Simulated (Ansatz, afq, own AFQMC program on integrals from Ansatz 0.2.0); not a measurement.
# BSi, doublet in 6-31G, levels against full CI

```csv
atom,x (Å),y (Å),z (Å)
Si,0.0000,0.0000,0.0000
B,0.0000,0.0000,1.5240
```

Basis 6-31G. Noble-gas cores (and the filled d shells of Ga–Kr and In–Xe) are frozen. Integrals, coupled cluster, full CI and functionals: Ansatz 0.2.0; the random walks run on the same integrals in our own AFQMC program. ph-AFQMC/CISD is guided by a CISD state made of CCSD amplitudes; releasing the constraint for a short imaginary time cuts its bias at the price of noise, slowly where states lie close. Error bars are statistical, one sigma.

Determinant: ROHF, the one that the program's search chose, which needn't be the lowest solution. The geometry is a point of a scan.

Full CI on the same integrals is exact in this basis and with this determinant's frozen core.

Cautions: a spin-contaminated unrestricted determinant lies lower (UHF 731 meV lower, ⟨S²⟩ 1.89); strong correlation (T1 0.082, weight of the determinant 0.79, largest double 0.21); (T) is large, 7 % of the CCSD correlation; the released energies have errors that jump between times, so the bars are unsure, so no released level is given (meV from the phaseless value at times in 1/Eh: -22 ± 14 at 0.24, -21 ± 3 at 0.51, -35 ± 4 at 0.99, -45.3 ± 2.1 at 1.62, -56 ± 3 at 2.40).

```
T1 diagnostic                               : 0.0818
weight of the determinant in the CISD state : 0.787
size of the correlated space                : 7 electrons in 16 orbitals
```

Reference: full CI, correlation energy -3.769 eV. The cautions show a poor starting determinant, so the rows tell how each method copes with it here, and full CI is the sure value.

```json
{"level": "HF", "E − E(reference) (meV)": "3768.8", "share of correlation (%)": "0.00"}
{"level": "MP2", "E − E(reference) (meV)": "1079.8", "share of correlation (%)": "71.35"}
{"level": "CCSD", "E − E(reference) (meV)": "289.2", "share of correlation (%)": "92.33"}
{"level": "CCSD(T)", "E − E(reference) (meV)": "43.7", "share of correlation (%)": "98.84"}
{"level": "CCSDT", "E − E(reference) (meV)": "24.3", "share of correlation (%)": "99.35"}
{"level": "CCSDT(Q)", "E − E(reference) (meV)": "7.4", "share of correlation (%)": "99.80"}
{"level": "CCSDTQ", "E − E(reference) (meV)": "3.1", "share of correlation (%)": "99.92"}
{"level": "ph-AFQMC/HF", "E − E(reference) (meV)": "331.1 ± 21.3", "share of correlation (%)": "91.21"}
{"level": "ph-AFQMC/CISD", "E − E(reference) (meV)": "88.5 ± 4.2", "share of correlation (%)": "97.65"}
```

CCSDT and higher add their correlation energy to the determinant of the CCSD(T) run, since their own runs factorise the integrals more tightly (a shift of under 2 meV). A walk keeps the symmetry of its determinant, which the program's search chose and which needn't be the lowest solution, so a lower state of the same spin and another symmetry isn't excluded.
